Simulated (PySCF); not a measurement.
nitroxyl: calculation against experiment

**Measured values to compare with.**

NIST CCCBDB Release 22 (SRD 101), experimental dipoles lists, for the gas: dipole moment (microwave Stark effect, vibrational ground state) 1.67 D.

How close the calculation comes is told at the end.

Species: nitroxyl, HNO.
Atom-mapped SMILES: `[NH:1]=[O:2]` (hydrogens: H3 on N1)

Geometry (GFN2-xTB, Å), atoms numbered from 1 in this order:
```xyz
3
HNO angstrom
N     -0.052    0.417   -0.003
O      0.973   -0.209   -0.012
H     -0.909   -0.211    0.002
```

The PySCF runs (gas phase, on this GFN2-xTB geometry; no spin–orbit coupling):

```
          level                                                                job  basis functions
  PBE0/pcSseg-1                            shieldings, charges and field gradients               39
 HSE06/pcSseg-1                                                         shieldings               39
 PBE0/def2-SVPD  8 singlets by full TDDFT, 3 Tamm–Dancoff triplets, polarisability               51
wB97X/def2-QZVP                          12 singlets by full TDDFT, polarisability              144
    B3LYP/pcJ-1                        spin–spin couplings from 3 perturbed nuclei               64
```

## Comparison

**Dipole moment.** Measured: 1.67 D (NIST CCCBDB Release 22 (SRD 101), experimental dipoles).

```tsv
level	computed (D)	computed − measured (D)	% (from the printed values)
PBE0/pcSseg-1	1.86	+0.19	+11
HSE06/pcSseg-1	1.86	+0.19	+11
PBE0/def2-SVPD	1.76	+0.09	+5
wB97X/def2-QZVP	1.80	+0.13	+8
B3LYP/pcJ-1	1.85	+0.18	+11
```

All 5 levels lie above the measurement. The computed dipoles belong to one fixed geometry; measured ones are averaged over vibrations unless marked μe. Magnitudes are compared, not signs.

No measured geometry was used, and the causes of the misses weren't examined.
